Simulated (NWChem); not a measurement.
B cation, singlet

All runs: NWChem. Low-valent species are run as closed-shell singlets; no triplet was tried in these runs. Total energies compare along this basis series because the functional is fixed.

| level | basis functions | energy (Ha) | highest occupied level (eV) | orbital gap (eV) |
|---|---|---|---|---|
| B3LYP/cc-pVDZ | 14 | -24.3390 | -20.65 | 8.20 |
| B3LYP/aug-cc-pVDZ | 23 | -24.3395 | -20.64 | 8.21 |
| B3LYP/cc-pVTZ | 30 | -24.3427 | -20.57 | 8.20 |
| B3LYP/aug-cc-pVTZ | 46 | -24.3429 | -20.57 | 8.20 |
| B3LYP/cc-pVQZ | 55 | -24.3437 | -20.58 | 8.19 |
